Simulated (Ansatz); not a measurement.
# CHAlO+ (doublet): the correlation ladder, def2-TZVPP

The task here is to estimate one member of a computed series from the others.

Program: Ansatz 0.2.0, Gaussian basis. Level of theory: def2-TZVPP, core rule «outside noble gas», up to 7 orbitals frozen. These are calculated values, not measurements.

Plan: UHF; ROHF; CCSD(T) on UHF.

2 further runs of the same task are left out: 2 set aside as unsound or not needed.

## The geometry

The geometry is a PBE0/def2-TZVP stationary point (not a proven minimum) of the parent state, kept for this charge and spin.

4 atoms, charge 1, spin multiplicity 2.

Atoms are counted from 1 here; the program's logs count them from 0.

Bond lengths: Al1–C2 1.926 Å, Al1–H4 1.582 Å, C2–O3 1.150 Å. Angles: C2–Al1–H4 114.0°, Al1–C2–O3 172.0°.

The first run:

in.yaml reads:

```yaml
crystal:
  periodic: [false, false, false]
  atoms:
    - {symbol: Al, position_ang: [0.000000, -0.106146, 1.272497]}
    - {symbol: C, position_ang: [0.000000, 0.083663, -0.643702]}
    - {symbol: O, position_ang: [0.000000, 0.036255, -1.792225]}
    - {symbol: H, position_ang: [0.000000, 1.269000, 2.055591]}
basis:
  gaussian: {orbitals: def2-TZVPP}
total_charge: 1
magnetization: {spin_polarized: true, initial_magnetization: 1}
hamiltonian: {xc: hf}
output: {orbitals: {seedname: orbitals}}
```

The run is started by

```sh
$ ansatz run in.yaml --threads 1 --pin off --events-out ev --progress --plain --max-ram 3968MiB --backend cpu
```

Steps of the session up to this table: UHF; ROHF; CCSD(T) on UHF.

One of the session's tables, all rows but one given; the rest of the session is left out.

```
  method  from UCCSD(T) (kcal/mol)
    ROHF                         ?
     UHF                   +276.43
    UMP2                    +18.32
   UCCSD                    +12.88
UCCSD(T)                         0
```

Estimate the missing values for ROHF.

As computed: from UCCSD(T) (kcal/mol): +277.35. In the column «from UCCSD(T) (kcal/mol)» it is the highest.
